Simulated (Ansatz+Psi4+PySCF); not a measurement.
## doublet NO3: levels of theory in one basis

```xyz
4

N     0.0000    0.0000    0.0000
O     0.5166   -0.1311    1.1196
O     0.1594   -0.8762   -0.8628
O    -0.6760    1.0073   -0.2569
```

Basis set: cc-pVTZ (spherical functions). Frozen core: 4 orbitals. Correlation on ROHF uses semicanonical orbitals with singles. Charge 0, multiplicity 2.

Computed with Ansatz (development build ahead of 0.2.0); each method stands on the lowest determinant of its kind that the runs found.

```
  method  E − E(ROHF) (eV)  <S²> of the determinant
    ROHF              0.00                     0.75
     UHF             -0.69                     1.36
ROHF-MP2            -23.95                        –
 UHF-MP2            -22.52                     1.36
```

Caution: the determinant may break the point group. Caution for ROHF, ROHF-MP2: an unrestricted determinant lies well below. Caution for UHF, UHF-MP2: the unrestricted determinant is spin contaminated. Caution for ROHF-MP2, UHF-MP2: another reference gives a lower total.
